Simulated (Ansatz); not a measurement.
A nudged elastic band was laid between two geometries of C₂H₄F₂ (8 atoms, charge 0, multiplicity 1).

The calculation used RKS PBE0-D4/def2-SVP in Ansatz.

| Item | Value |
| --- | --- |
| movable images | 9 |
| climbing image | yes |
| spring | 5.0 eV/Å² |
| optimiser | quadratic models (default) |
| start path | through a guess of the saddle point |
| force threshold | 0.03 eV/Å |
| iteration limit | 53 |
| end points | relaxed |

First end point:

```xyz
8
Properties=species:S:1:pos:R:3
C 0.002 0.774 0.024
C -0.047 -0.724 -0.010
F 0.926 -1.241 0.777
F 0.169 -1.170 -1.271
H 0.987 1.111 -0.327
H -0.158 1.137 1.049
H -0.775 1.194 -0.629
H -1.013 -1.139 0.332
```

Last end point:

```xyz
8
Properties=species:S:1:pos:R:3
C 0.002 0.775 0.010
C -0.044 -0.723 -0.055
F 0.041 -1.248 1.191
F 1.006 -1.192 -0.768
H -0.053 1.201 -1.000
H 0.946 1.086 0.481
H -0.838 1.156 0.606
H -0.968 -1.112 -0.521
```

(1) Which bonds break or form, and what moves?

(2) Give the energies along the band, and the barrier.

(3) What is the geometry of the highest image?

(4) What are the harmonic wavenumbers there?

The band took 5 iterations and about 2 core-minutes.

Results:

(1) No bond is made or broken. The dihedral H7–C1–C2–F3 goes from 179 to -60°. The two ends are copies of one structure, up to a mirror image or an exchange of like atoms.

(2) It converged. The highest image is number 5 of 0 to 10, 0.153 eV above the ends, which have the same energy within 2 meV. A vibrational analysis at the climbing image gives one clearly imaginary mode, 248i cm⁻¹: a first-order saddle point.

```
image  path coordinate (Å)  energy (eV)  dihedral H7–C1–C2–F3 (°)
    0                 0.00        0.000                       179
    1                 0.28        0.014                      -169
    2                 0.57        0.053                      -157
    3                 0.85        0.100                      -145
    4                 1.13        0.138                      -133
    5                 1.42        0.153                      -121
    6                 1.70        0.138                      -109
    7                 1.98        0.100                       -96
    8                 2.27        0.052                       -84
    9                 2.55        0.014                       -72
   10                 2.83        0.000                       -60
```

(3) 
```xyz
8
Properties=species:S:1:pos:R:3:forces:R:3
C -0.003 0.783 0.016 0.00 0.00 0.00
C -0.049 -0.731 -0.035 0.00 0.00 -0.01
F 0.483 -1.262 1.092 0.00 0.00 0.00
F 0.678 -1.194 -1.079 0.00 0.00 0.00
H 0.610 1.158 -0.814 0.00 0.00 0.00
H 0.451 1.104 0.963 0.00 0.00 0.00
H -1.006 1.222 -0.061 0.00 0.00 0.00
H -1.071 -1.138 -0.140 0.00 0.00 0.00
```

(4) 248i, 421, 499, 594, 905, 942, 1110, 1185, 1206, 1354, 1402, 1433, 1453, 1459, 3080, 3086, 3191, 3194 cm⁻¹.

Run time: 2 min on 1 thread of Arm Neoverse V1, with other jobs on the host, peak memory 0.14 GiB.
